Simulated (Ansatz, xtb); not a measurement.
# Relative energy of two isomers of C2H3B

Structure a: `BC#C`, a singlet. Structure b: `B=C=C`, a singlet. Both are isolated molecules in the gas phase, relaxed with B3LYP-D3(BJ)/def2-SVP.

a (Å):

```
atom    x (Å)    y (Å)    z (Å)
   C  -1.5361  -0.5379   0.2501
   C  -1.7640  -1.7133   0.4932
   B  -1.2551   0.9128  -0.0500
   H  -0.9994   1.2580  -1.1759
   H  -1.2857   1.7295   0.8356
   H  -1.9645  -2.7476   0.7070
```

b (Å):

```xyz
6

C     0.2313   -0.1663   -1.1835
C     1.4844   -0.0373   -0.7707
B    -1.0599   -0.2992   -1.6089
H    -2.1767   -0.4141   -1.9767
H     2.0557    0.8947   -0.9027
H     2.0279   -0.8546   -0.2716
```

Quicker runs give these differences E(b) − E(a): GFN2-xTB +0.812 eV; HF/STO-3G +1.612 eV (at GFN2-xTB geometries); r2SCAN-D4/def2-SVP +0.529 eV (at GFN2-xTB geometries).

Task: Estimate E(b) − E(a) at the level CCSD(T)/def2-TZVPP.

Result: Calculated at CCSD(T)/def2-TZVPP: E(b) − E(a) = +0.738 eV, so structure a lies lower.

Level by level:

| level | geometry | E(b) − E(a) (eV) | departure from the last row (eV) | job, with rough time for the two |
| --- | --- | --- | --- | --- |
| GFN2-xTB | GFN2-xTB | +0.812 | +0.074 | optimisation, 0.12 s |
| HF/STO-3G | GFN2-xTB | +1.612 | +0.874 | single point, 0.16 s |
| r2SCAN-D4/def2-SVP | GFN2-xTB | +0.529 | −0.209 | single point, 2.1 s |
| B3LYP-D3(BJ)/def2-SVP | B3LYP-D3(BJ)/def2-SVP | +0.583 | −0.154 | optimisation, 10 s |
| HF/def2-TZVPP | B3LYP-D3(BJ)/def2-SVP | +0.929 | +0.191 | part of the CCSD(T) run |
| MP2/def2-TZVPP | B3LYP-D3(BJ)/def2-SVP | +0.862 | +0.124 | part of the CCSD(T) run |
| CCSD(T)/def2-TZVPP | B3LYP-D3(BJ)/def2-SVP | +0.738 |  | single point, 24 s |

As drawn, b has 1 C=B, 1 C=C, 1 C–H in place of 1 C–B, 1 C≡C, 1 B–H.

None of the levels shown reverses the order. The largest departure from CCSD(T)/def2-TZVPP is that of HF/STO-3G, 0.874 eV.

With harmonic frequencies from B3LYP-D3(BJ)/def2-SVP (ideal gas, rigid rotor, one conformer each, 400 K, 1 atm): the zero-point term adds +0.042 eV; ΔH is +0.776 and ΔG +0.784 eV.

The correlated steps freeze 3 core orbitals. Run with Ansatz 0.2.0, xtb 6.7.1; the last row on 1 thread of Arm Neoverse V1 on a shared host.
